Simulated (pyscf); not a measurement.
F–N•–F (SMILES F[N]F) + GeH₄ (SMILES [GeH4]) → F–N(F)–GeH₃ (SMILES F[N](F)[GeH3]) + H• (SMILES [H]), a substitution at Ge (doublet surface; Ge–H broken, Ge–N formed). PySCF, gas phase, ωB97X-D3(BJ)/def2-SVP geometries. Energies in kcal/mol from the separated reactants.

Small-basis levels: PySCF, no dispersion term, spherical d functions. Open shells are spin-unrestricted. 

Question: Quick B3LYP/6-31G*+LANL2DZ single points give ΔE‡ = 51.1 kcal/mol and ΔE = +45.0 kcal/mol. What does ωB97M-D3(BJ)/def2-TZVP give, and how far is the quick result from it?

Answer: ωB97M-D3(BJ)/def2-TZVP gives ΔE‡ = 49.1 kcal/mol and ΔE = +37.7 kcal/mol. B3LYP/6-31G*+LANL2DZ lies 2.0 kcal/mol over it in the barrier and 7.3 kcal/mol over it in the reaction energy, so on this step it does not hold to within 3.0 kcal/mol. ωB97M-D3(BJ)/def2-TZVP has limits of its own. F–N(F)–GeH₃ lies 158.8 kcal/mol over its isomer H₂N–GeH(F)–F (electronic energy, ωB97M-D3(BJ)). One saddle was located; it need not be the lowest between these sides. The angle at the attacked Ge is 74° (front-side attack). In the def2 sets elements up to Kr have no core potential.
